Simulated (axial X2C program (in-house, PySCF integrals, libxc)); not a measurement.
## Ionising AlCl

Computed with an in-house all-electron X2C program for linear molecules (integrals from PySCF), spin-free (one-electron X2C) or two-component (2c: spin–orbit coupling with atomic mean-field Coulomb and Gaunt terms, which also bring small scalar terms), in Dyall basis sets with cores contracted in-house; open shells are unrestricted.

Basis sets: Al dyall-v3z, Cl dyall-av3z. Frozen shells (counts by l): AlCl Cl 2s1p, Al 2s1p, 10 electrons correlated; AlCl⁺ Cl 2s1p, Al 2s1p, 9 electrons correlated. Coupled cluster in natural virtuals with an MP2 remainder. Where the outer core of a metal is frozen, bonds come out longer and ionisation energies lower.

| Hamiltonian | level | AlCl state | Re (Å) | ωe (cm⁻¹) | De (eV) |
| --- | --- | --- | --- | --- | --- |
| spin-free | HF | M_S = 0, Λ = 0 | 2.156 | 473.0 | 3.96 |
| spin-free | PBE0 | M_S = 0, Λ = 0 | 2.155 | 469.0 | 5.10 |
| spin-free | MP2 | M_S = 0, Λ = 0 | 2.156 | 474.9 | 5.29 |
| 2c | HF | Ω = 0 | 2.156 | 472.9 | 3.90 |
| 2c | PBE0 | Ω = 0 | 2.155 | 468.9 | 5.10 |
| 2c | MP2 | Ω = 0 | 2.156 | 474.8 | 5.25 |
| 2c | CCSD | Ω = 0 | 2.156 | 475.0 | 4.94 |
| 2c | CCSD(T) | Ω = 0 | 2.159 | 473.0 | 5.05 |

Adiabatic ionisation energy (minimum to minimum, no zero-point term) and constants of AlCl⁺:

| Hamiltonian | level | AlCl⁺ state | IE (eV) | Re (Å) | ωe (cm⁻¹) | De (eV) | fragments |
| --- | --- | --- | --- | --- | --- | --- | --- |
| spin-free | HF | M_S = 1/2, Λ = 0 | 8.21 | 2.019 | 629.2 | 1.35 | Cl + Al+ |
| spin-free | PBE0 | M_S = 1/2, Λ = 0 | 9.13 | 2.032 | 594.3 | 2.05 | Cl + Al+ |
| spin-free | MP2 | M_S = 1/2, Λ = 0 | 9.02 | 2.030 | 618.1 | 2.09 | Cl + Al+ |
| 2c | HF | Ω = 1/2 | 8.21 | 2.020 | 629.0 | 1.28 | Cl + Al+ |
| 2c | PBE0 | Ω = 1/2 | 9.13 | 2.032 | 594.0 | 2.05 | Cl + Al+ |
| 2c | MP2 | Ω = 1/2 | 9.01 | 2.031 | 617.9 | 2.06 | Cl + Al+ |
| 2c | CCSD | Ω = 1/2 | 9.24 | 2.034 | 602.1 | 1.62 | Cl + Al+ |
| 2c | CCSD(T) | Ω = 1/2 | 9.25 | 2.039 | 595.6 | 1.75 | Cl + Al+ |

Add the zero-point terms to the ionisation energy at CCSD(T), 2c, and say whether the electron removed was bonding.

IE0 = IE + (ωe⁺ − ωe)/2 = 9.25 + (0.008) = 9.26 eV. Re changes by -0.120 Å, so the bond shortens, as on loss of an antibonding or a polarising non-bonding electron.

Close the cycle De(AlCl⁺) + IE(AlCl) = De(AlCl) + IE(Al) to find the atomic ionisation energy at CCSD(T), 2c.

IE(Al) = 1.75 + 9.25 − 5.05 = 5.95 eV, for the determinants used.

Each entry is the lowest single determinant of a limited PBE0 search at one distance. De goes to single-determinant-based atoms at the same level (for ions the charge split of lowest energy) and is withheld (n/a) where an atom does not fit its ground term or J level. Main or longest-lived isotopes. Some light 2c atoms are not at their ground J level, so De misses part of their lowering (0.04 eV or less). The functionals have no current term, which raises determinants with orbital currents.
